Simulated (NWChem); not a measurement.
System: fluoromethane (CH$_{3}$F); SMILES FC

Input file for NWChem:

```
start job
memory heap 200 mb stack 900 mb global 1100 mb
geometry units angstroms
  C      0.000000     0.000000    -0.601791
  F      0.000000     0.000000     0.761623
  H      0.732586     0.732586    -0.979623
  H      0.268145    -1.000731    -0.979623
  H     -1.000731     0.268145    -0.979623
end
basis spherical
  * library 3-21g
end
dft
  xc hfexch
  iterations 150
end
driver
  maxiter 120
end
task dft optimize
task dft freq
```

The level has its own optimisation; frequencies are unscaled.

Question: What results follow from this input? (Hartree-Fock/3-21G.) Quantities: r C–F (Å); r C–H (Å); highest harmonic frequency (cm⁻¹); lowest (cm⁻¹); zero-point energy (kcal/mol); dipole (D).

Answer: 
```yaml
r C–F (Å): 1.404
r C–H (Å): 1.079
highest harmonic frequency (cm⁻¹): 3294
lowest (cm⁻¹): 1141
zero-point energy (kcal/mol): 26.5
dipole (D): 2.34
```
